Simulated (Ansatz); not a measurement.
H2O2, triplet: from triple and quadruple zeta to the limit

```xyz
4

O    -1.2068   -0.0275    0.0000
H    -1.4562    0.8991    0.0000
H    -0.2473   -0.0275    0.0000
O     1.3142   -0.0275    0.0000
```

Connectivity, by distances: OH2 ··· O.

Ansatz 0.2.0, UHF determinant, valence electrons correlated. Energies in eV.

```
       set  X  functions  Hartree–Fock  MP2 correlation  CCSD(T) correlation                                                                                                              time
def2-TZVPP  3         90    -4105.2284         -11.0873             -11.9914  4.5 s on 1 × NVIDIA H100 80GB HBM3 with 1 thread of AMD EPYC 7R13 Processor (Zen 3), with other jobs on the host
def2-QZVPP  4        174    -4105.4252         -12.0917             -12.9361              17 s on 1 × NVIDIA H100 80GB HBM3 with 1 thread of AMD EPYC 7R13 Processor (Zen 3), on a shared host
```

Hartree–Fock is taken to follow E(X) = E∞ + A·exp(−7.88·√X), correlation E(X) = E∞ + B·X^−2.97.

Cautions: lower spins were not checked.

Q: Work out the CCSD(T) energy at the limit, and how far the shortcut misses it that extrapolates MP2 and adds CCSD(T) minus MP2 from the smaller set.

A: Hartree–Fock: E∞ = E4 + 0.1377·(E4 − E3) = -4105.4523. Correlation: E∞ = E4 + 0.7407·(E4 − E3) = -13.6359 for CCSD(T) and -12.8358 for MP2. The limit is -4119.0882 eV, 0.727 eV below def2-QZVPP. The shortcut gives a correlation energy of -12.8358 + (-0.9040) = -13.7398, 104 meV lower than the direct value.
